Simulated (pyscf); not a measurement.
Four-centre exchange: S=Mo(=S)(Cl)–Cl + NH₃ → H₂N–Mo(=S)(=S)–Cl + HCl

Gas phase, singlet surface, charge 0. Bonds broken: Mo2–Cl4, N6–H7. Bonds formed: Mo2–N6, Cl4–H7. Structures and frequencies: ωB97X-D3(BJ)/def2-SVP in PySCF.

Transition state (Å):

```xyz
9

S      0.1745     2.2414    -0.4912
Mo     0.4331     0.2504    -0.0101
S      2.3495     0.0946     0.7630
Cl    -2.4533    -0.3636    -0.4952
Cl     0.5572    -1.0440    -1.8615
N     -0.6795    -0.1150     1.6506
H     -1.8325    -0.4078     0.7763
H     -0.2965    -0.8105     2.2919
H     -0.9526     0.7043     2.1950
```

One imaginary mode, 501i cm⁻¹; descent along it reached the two sides named, in the forms told below.

```
bond     change  reactant side (Å)  saddle  product side
-------  ------  -----------------  ------  ------------
Mo2–Cl4  breaks              2.346     3.0           3.8
N6–H7    breaks              1.021   1.476           3.3
Mo2–N6    forms              2.271   2.032         1.885
Cl4–H7    forms                2.8   1.416         1.291
```

Electronic energies relative to the separated reactants (kJ/mol):

```csv
level,barrier,reaction energy,reverse barrier
ωB97X-D3(BJ)/def2-TZVP,80.3,+48.7,31.6
PBE/def2-TZVP,77.3,+45.4,31.9
r²SCAN/def2-TZVP,76.8,+45.7,31.1
B3LYP-D3(BJ)/def2-TZVP,78.5,+45.8,32.7
PBE0-D3(BJ)/def2-TZVP,73.3,+44.0,29.3
M06-2X/def2-TZVP,81.2,+41.5,39.7
ωB97M-D3(BJ)/def2-TZVP,82.1,+38.5,43.6
HF/def2-TZVP,147.1,+39.6,107.5
```

With ωB97M-D3(BJ)/def2-TZVP energies and thermal terms (ideal gas, 1 atm, RRHO with modes under 100 cm⁻¹ raised to 100, one conformer, R ln 2 for chiral ones without a mode under 150 cm⁻¹), in kJ/mol:

```
T (K)   ΔH‡    ΔG‡     ΔH     ΔG
-----  ----  -----  -----  -----
298    71.5  116.3  +30.1  +31.0
600    73.3  161.3  +32.8  +31.0
900    77.2  204.5  +35.4  +29.5
1200   81.2  246.3  +37.8  +27.1
```

On the reactant side the descent ends in an adduct with a Mo–N contact, 77.3 kJ/mol under the separated species and 157.6 kJ/mol under the saddle at ωB97X-D3(BJ)/def2-TZVP. On the product side the descent ends in a complex, 20.4 kJ/mol under the separated species and 52.1 kJ/mol under the saddle at ωB97X-D3(BJ)/def2-TZVP. What is counted as formed (Mo–N) is already present as a longer contact in the reactant adduct; forming that adduct is a step of its own. One saddle was located; it need not be the lowest between these sides. Elements past Kr carry the def2 core potentials, without spin-orbit coupling.
